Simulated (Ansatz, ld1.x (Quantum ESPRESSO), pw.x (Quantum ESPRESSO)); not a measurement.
Equation-of-state test of one TM potential (Au)

```
Element                 : Au
Generator               : ld1.x (Quantum ESPRESSO) 7.5
Type                    : norm-conserving Troullier–Martins (Kleinman–Bylander form)
Functional              : PBE
Relativity              : scalar-relativistic
Frozen core             : [Xe] 4f14
Valence charge          : 11
Reference configuration : 5d10 6s1 6p0
Partial waves           : 6s (bound): rc 2.20 bohr; 5d (bound): rc 1.55 bohr; 6p (bound, empty): rc 2.45 bohr
Local potential         : the p channel
Core correction         : a·sin(br)/r model core, default radius (core density twice the valence density)
```

Atomic tests: cutoffs needed: 45 Ry and 70 Ry (the cutoffs (Ry, on a coarse ladder) from which the occupation-weighted sum of valence levels, in a spherical-Bessel basis at the reference potential, stays within 10 and 1 mRy of its value at 400 Ry); ghost test: no extra level below or beside the all-electron valence levels (s, d, p, f tested) (spherical-Bessel basis up to 400 Ry, 20 bohr box); largest excitation error: -656 meV (all-electron minus pseudo) for 5d8 6s0 6p0, out of 7 test configurations.

Crystal test: fcc Au in pw.x 7.5, no spin, 14³ k-points, Fermi–Dirac smearing 0.01 Ry, cutoffs 85/340 Ry. The reference is all-electron LAPW (Ansatz 0.2.0) with the same functional, mesh and smearing; V0 and B0 come from Birch–Murnaghan fits to the pressures at five volumes. Errors are pseudo minus all-electron; Δ is the rms difference of the E(V) curves that follow from these fits, minima aligned, over ±6 % about the mean V0. Mesh and smearing are coarse, so the numbers serve the comparison and aren't converged zero-temperature values; the lattice is a test structure that the element need not adopt.

```tsv
V (Å³/atom)	P all-electron (GPa)	P pseudo (GPa)
17.249	6.44	20.59
17.703	2.17	14.71
18.157	-1.41	9.74
18.611	-4.40	5.61
19.065	-6.89	2.05
```

All-electron: a0 = 4.158 Å (V0 = 17.97 Å³/atom), B0 = 139.3 GPa.

Pseudopotential: mean pressure error (GPa): +11.35. The pressure does not cross zero within the volumes sampled, so no fit is given. This is a poor potential for the solid.

Problem. At the middle volume, how do free energy and pressure move when the wave cutoff is lowered (ecutrho kept at four times it)?

Solution.

```tsv
cutoff (Ry)	shift of F (meV/atom)	shift of P (GPa)
38	+416.3	-28.52
51	+41.7	-0.47
68	+21.2	+0.02
```

The run at the middle volume (104 k-points, 6 iterations) took about 26 s on one core of a shared host (Neoverse-V1, 32 threads, 247 GiB, load 15).
